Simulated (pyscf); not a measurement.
Elementary routes open to H₂C=S + H₂S in the gas phase (singlet surface):
A. HS–CH₂–SH (H–S broken; C–S, H–S formed)
B. H₃C–S–SH (H–S broken; C–H, S–S formed)

PySCF, gas phase, ωB97X-D3(BJ)/def2-SVP geometries. Correlated levels are frozen-core, on RHF or UHF. ΔMP2 is the change of the MP2 total energy from the triple- to the quadruple-zeta basis.

Question: Rank the routes by free-energy barrier at 298 K, lowest first, for CCSD(T)/def2-TZVPP + ΔMP2(QZVPP) energies (ideal gas, 1 atm, RRHO with modes under 100 cm⁻¹ raised to 100, one conformer, R ln 2 for rigid chiral ones).

Answer: A (1.68 eV), B (2.34 eV)

Route A is the fastest of these, ahead of the next by 0.66 eV. The most stable products are those of B (ΔG = -0.60 eV), whose barrier is 0.66 eV higher: the kinetic and the thermodynamic product differ. At 1200 K A is still the fastest. Only these routes are compared; each barrier is that of the saddle found, and lower ones may exist. The CCSD(T) − MP2 part came from Ansatz, without density fitting, on the same reference.
